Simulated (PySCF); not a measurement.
Stationary points of HNO

All numbers come from B3LYP in PySCF with N def2-TZVP, O def2-TZVP, H def2-TZVP; no relativity; density-fitted integrals.

Relaxations began from a few typed shapes. The search is not exhaustive: other isomers or separated fragments can lie lower, and high-lying points may rest on an excited occupation.

| spin | group | bonds | angles | imaginary modes (cm⁻¹) | ΔE (kJ/mol) | ΔE with ZPE (kJ/mol) |
| --- | --- | --- | --- | --- | --- | --- |
| singlet | Cs | N–H 1.065 Å, N–O 1.197 Å | H–N–O 108.9° | none | 0.0 | 0.0 |
| singlet | C∞v | N–H 0.997 Å, N–O 1.212 Å | H–N–O 180.0° | 1926i, 1923i | 276.0 | – |

The lowest minimum found is the singlet Cs: N–H 1.065 Å, N–O 1.197 Å; H–N–O 108.9°.

Counting electrons, nitrogen keeps 2 of its valence electrons outside its bonds, so the VSEPR class is AX2E1 and the expected shape is bent; with unlike ligands the computed point group is Cs.

The electron or spin density has lower symmetry than the nuclear frame for the singlet C∞v at 276.0 kJ/mol.
